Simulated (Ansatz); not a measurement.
# BH4N2 with multiplicity 2: molecular dynamics

All numbers below are computed with Ansatz 0.2.0 (UKS PBE-D4/6-31G).

## (1) The structure to begin with

Bond lengths: N1–B2 1.477 Å, B2–N3 1.491 Å, N1–H4 1.008 Å, N1–H5 1.080 Å, N3–H6 1.062 Å, N3–H7 1.076 Å. Angles: N1–B2–N3 119.2°, B2–N1–H4 108.3°, B2–N1–H5 108.3°, H4–N1–H5 102.0°, B2–N3–H6 109.4°, B2–N3–H7 109.8°, H6–N3–H7 105.3°.

As a file:

```xyz
7

N    -0.7188    0.0269   -0.9342
B    -0.3688   -0.6704    0.3201
N     0.9341   -0.3702    0.9803
H    -1.6476   -0.2555   -1.2053
H    -0.8576    1.0744   -0.7125
H     0.9790    0.6641    1.2181
H     1.7410   -0.5374    0.2878
```

## (2) Preparing the start

Contents of input.yaml:

```yaml
crystal:
  periodic: [false, false, false]
  atoms:
    - { symbol: "N", position_ang: [-0.7188, 0.0269, -0.9342] }
    - { symbol: B, position_ang: [-0.3688, -0.6704, 0.3201] }
    - { symbol: "N", position_ang: [0.9341, -0.3702, 0.9803] }
    - { symbol: H, position_ang: [-1.6476, -0.2555, -1.2053] }
    - { symbol: H, position_ang: [-0.8576, 1.0744, -0.7125] }
    - { symbol: H, position_ang: [0.979, 0.6641, 1.2181] }
    - { symbol: H, position_ang: [1.741, -0.5374, 0.2878] }
magnetization:
  spin_polarized: true
  initial_magnetization: 1
basis:
  gaussian: { orbitals: "6-31G" }
hamiltonian:
  xc: pbe
  dispersion: d4
relax:
  f_tol: 0.02
  max_steps: 40
```

On the command line:

```
> ansatz run input.yaml --threads 1 --pin off --max-ram 2048MiB --backend cpu --events-out ev --progress --plain --runs-dir out
```

**Question.** How long does this run take on 1 thread of Arm Neoverse V2, shared host, and how much memory does it need?

About 11 s, with a peak of 0.11 GiB.
